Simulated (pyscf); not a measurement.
**Four-centre exchange: H₂B–AsH₂ + water (H₂O) → AsH₃ + H₂B–OH**

Gas phase, singlet surface, charge 0. Bonds broken: As1–B2, O7–H8. Bonds formed: As1–H8, B2–O7. Optimised with ωB97X-D3(BJ)/def2-SVP in PySCF. Correlated levels are frozen-core, on RHF or UHF. ΔMP2 is the change of the MP2 total energy from the triple- to the quadruple-zeta basis.

Transition state (Å):

```xyz
9

As     0.6267     1.2877     0.1680
B     -0.8066    -0.3784    -0.2474
H     -0.0839     2.2782     1.0768
H      1.5784     0.7972     1.2442
H     -1.6460     0.1854    -0.9139
H     -0.0725    -1.1906    -0.7544
O     -1.2997    -0.8359     1.1449
H     -0.4547     0.1521     1.0916
H     -2.1642    -0.4438     1.3242
```

One imaginary mode, 1333i cm⁻¹; descent along it reached the two sides named, in the forms told below.

| bond | change | reactant side (Å) | saddle | product side |
|---|---|---|---|---|
| As1–B2 | breaks | 2.064 | 2.237 | 3.5 |
| O7–H8 | breaks | 0.971 | 1.301 | 3.3 |
| As1–H8 | forms | 3.1 | 1.820 | 1.518 |
| B2–O7 | forms | 1.686 | 1.546 | 1.354 |

Electronic energies relative to the separated reactants (kJ/mol):

| level | barrier | reaction energy | reverse barrier |
|---|---|---|---|
| ωB97X-D3(BJ)/def2-TZVP | 36.3 | -122.1 | 158.5 |
| PBE/def2-TZVP | 3.0 | -125.0 | 128.0 |
| r²SCAN/def2-TZVP | 12.9 | -127.4 | 140.3 |
| B3LYP-D3(BJ)/def2-TZVP | 32.7 | -132.3 | 165.0 |
| PBE0-D3(BJ)/def2-TZVP | 15.1 | -122.4 | 137.5 |
| M06-2X/def2-TZVP | 27.4 | -132.1 | 159.6 |
| ωB97M-D3(BJ)/def2-TZVP | 32.8 | -133.3 | 166.1 |
| HF/def2-TZVP | 127.3 | -138.4 | 265.8 |
| MP2/def2-QZVPP | 33.9 | -115.7 | 149.7 |
| CCSD/def2-TZVPP | 59.4 | -122.0 | 181.4 |
| CCSD(T)/def2-TZVPP | 45.0 | -120.9 | 165.9 |
| CCSD(T)/def2-TZVPP + ΔMP2(QZVPP) | 46.8 | -117.8 | 164.7 |

With CCSD(T)/def2-TZVPP + ΔMP2(QZVPP) energies and thermal terms (ideal gas, 1 atm, RRHO with modes under 100 cm⁻¹ raised to 100, one conformer, R ln 2 for rigid chiral ones), in kJ/mol:

| T (K) | ΔH‡ | ΔG‡ | ΔH | ΔG |
|---|---|---|---|---|
| 298 | 42.9 | 87.6 | -118.8 | -117.7 |
| 600 | 42.0 | 133.6 | -122.3 | -115.1 |
| 900 | 44.1 | 179.0 | -123.5 | -111.2 |
| 1200 | 47.3 | 223.5 | -123.6 | -107.0 |

On the reactant side the descent ends in an adduct with a B–O contact, 65.1 kJ/mol under the separated species and 101.5 kJ/mol under the saddle at ωB97X-D3(BJ)/def2-TZVP. What is counted as formed (B–O) is already present as a longer contact in the reactant adduct; forming that adduct is a step of its own. One saddle was located; it need not be the lowest between these sides. The CCSD(T) − MP2 part came from Ansatz, without density fitting, on the same reference. The frozen core leaves the outer d or s,p core shells of the metals and heavy elements correlated in the MP2 and CC values, and def2-TZVPP describes them poorly, which can shift differences by a few kcal/mol. Elements up to Kr have no core potential and no relativistic terms here.
